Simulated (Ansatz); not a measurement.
System (SMILES): N#[N+][O-].
Atoms: N1, N2, O3. Bonds: N1-N2, N2-O3.

Basis-set convergence of the lowest harmonic wavenumber at PBE0 with Ansatz (a first-principles code). Each level at its own minimum, finite differences of forces, unscaled; the reference is a large set that could be run, not a limit. Cartesian d functions, on some or all atoms, in 6-31G**; all else is spherical. The program fits the integrals of some runs and decomposes those of others, by size. No added dispersion term, no relativity. Reference: the value in def2-QZVPP, 639 cm⁻¹. Deviations are taken from unrounded values.

```tsv
basis	functions
STO-3G	15
3-21G	27
6-31G	27
cc-pVDZ	42
6-31G**	45
6-311G**	54
aug-pcseg-1	69
cc-pVTZ	90
aug-pcseg-2	138
cc-pVQZ	165
```

**Question.** Which is the smallest set listed that can be trusted to 20 cm⁻¹ here, that is, within that of the reference together with its larger relatives (same family, alike in diffuse functions; a set with none to test it counts only in the reference's own line)?

**Answer.** The smallest set listed that lies within 20 cm⁻¹ of the reference with all its larger relatives (same family, alike in diffuse functions; a set with none counts only in the reference's own line) is cc-pVDZ (42 functions, -8 cm⁻¹ off). Value minus reference: STO-3G -188, 3-21G -85, 6-31G -169, cc-pVDZ -8, 6-31G** -14, 6-311G** -11, aug-pcseg-1 -15, cc-pVTZ 2, aug-pcseg-2 -1, cc-pVQZ 1 cm⁻¹.
